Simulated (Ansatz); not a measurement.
Rock-salt LiH was calculated with G0W0@HSE06 (Ansatz, a program for electronic structure, hard PAW, contour deformation).

The same calculation (at the measured cell, 8.372 Å³/atom) with different numerical settings; throughout: k mesh 2×2×2:

| run | response cutoff (eV) | empty bands | quasiparticle gap on the mesh (eV) | quasiparticle gap at Γ (eV) | rough time |
|---|---|---|---|---|---|
| 1 | 100 | 70 | 4.341 | 24.305 | 10 core-s |
| 2 | 150 | 128 | 4.425 | 24.233 | 10 core-s |
| 3 | 200 | 198 | 4.474 | 24.117 | 20 core-s |
| 4 | 250 | 276 | 4.499 | 24.115 | 20 core-s |
| 5 | 300 | 363 | 4.512 | 24.117 | 40 core-s |
| 6 | 400 | 559 | 4.528 | 24.117 | 60 core-s |

In the column quasiparticle gap at Γ (eV) the first row differs from the last by +0.188 and the next to last by 0.000.

The last row is no converged limit: other settings stay fixed.

Note: GW on a hybrid start was not checked against another program.
